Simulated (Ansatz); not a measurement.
Basis-set extrapolation for `C[C@H]1O[C@@H]1Cl` (PBE0-D4/def2-TZVP geometry, frozen core, the Gaussian-basis code of Ansatz). Multiplicity 1, RHF reference.

|  | def2-TZVPP | def2-QZVPP |
| --- | --- | --- |
| HF | -650.920498 | -650.942090 |
| MP2 correlation | -0.927891 | -0.998025 |
| CCSD(T) correlation | -1.007064 | not run |

Energies in hartree. Use E(X) = E(∞) + A·exp(−7.88·√X) for Hartree–Fock and E(X) = E(∞) + B·X^(−2.97) for correlation, with X = 3 and 4, and add CCSD(T) minus MP2 of the smaller set to the MP2 limit.

Problem. What is the CCSD(T) energy at the basis-set limit?

Solution. HF limit: -650.942090 + (-0.021592) × 0.13774 = -650.94506. MP2 limit: -0.998025 + (-0.070134) × 0.74074 = -1.04998. Higher-order term: -1.007064 − (-0.927891) = -0.07917. Total: -652.07421 hartree, 92.0 kcal/mol below CCSD(T)/def2-TZVPP.
